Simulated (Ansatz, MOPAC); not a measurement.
Reaction (SMILES): Cl[Si](S)(Cl)S [dichloro-bis(sulfanyl)silane] -> [SH] (HS) + S[Si](Cl)Cl (the S-Si bond breaks)

Wanted: bond dissociation energy (enthalpy at 298 K), in kcal/mol. Conventions: 6-31G* and kin with 6d, 5d where marked; dispersion terms only where a functional's name holds one; open shells spin-unrestricted; no spin-orbit coupling; valence correlation only; non-relativistic. CBS(X,Y): correlation extrapolated as X^-3; Hartree-Fock from the larger set. Ab initio and DFT rows: single points at B3LYP-D3(BJ) geometries (Ansatz, a quantum-chemistry and plane-wave program), with unscaled harmonic terms from B3LYP/6-31G* (Ansatz) at its own minima. Semi-empirical rows: MOPAC heats of formation at their own minima for 298 K.

```csv
species,coefficient,"E at MP2/6-31G* (Ansatz), Eh","E at wB97M-V/def2-TZVPD (Ansatz), Eh","H(298 K) - E, kcal/mol","heat of formation at PM6 (MOPAC), kcal/mol"
S[Si](S)(Cl)Cl,-1,-2004.80405,-2007.61801,20.35,-98.98
[SH] (HS),+1,-398.16194,-398.72687,5.89,32.04
S[Si](Cl)Cl,+1,-1606.50583,-1608.74476,12.47,-56.01
```

Coupled cluster (Ansatz) is a level with limits of its own, used here on species with T1 under 0.025 (0.045 for open shells) and stable references: CCSD(T)/CBS(aug-cc-pV(T+d)Z,aug-cc-pV(Q+d)Z). Value to compare with, CCSD(T)/CBS(aug-cc-pV(T+d)Z,aug-cc-pV(Q+d)Z) (Ansatz): 90.2 kcal/mol. 1 Eh = 627.5095 kcal/mol.

Compute it at each level from the table, and compare with CCSD(T)/CBS(aug-cc-pV(T+d)Z,aug-cc-pV(Q+d)Z) (Ansatz).


- MP2/6-31G*: the sum of coefficient times E is 0.13628 Eh, or 85.52 kcal/mol; the thermal terms add -1.99. Result: 83.5 kcal/mol. Its difference against CCSD(T)/CBS(aug-cc-pV(T+d)Z,aug-cc-pV(Q+d)Z) (Ansatz) is -6.7 kcal/mol.
- wB97M-V/def2-TZVPD: the sum of coefficient times E is 0.14638 Eh, or 91.85 kcal/mol; the thermal terms add -1.99. Result: 89.9 kcal/mol. Its difference against CCSD(T)/CBS(aug-cc-pV(T+d)Z,aug-cc-pV(Q+d)Z) (Ansatz) is -0.3 kcal/mol.
- PM6: the sum of coefficient times heat of formation is 75.01 kcal/mol; it needs no thermal term. Its difference against CCSD(T)/CBS(aug-cc-pV(T+d)Z,aug-cc-pV(Q+d)Z) (Ansatz) is -15.2 kcal/mol.
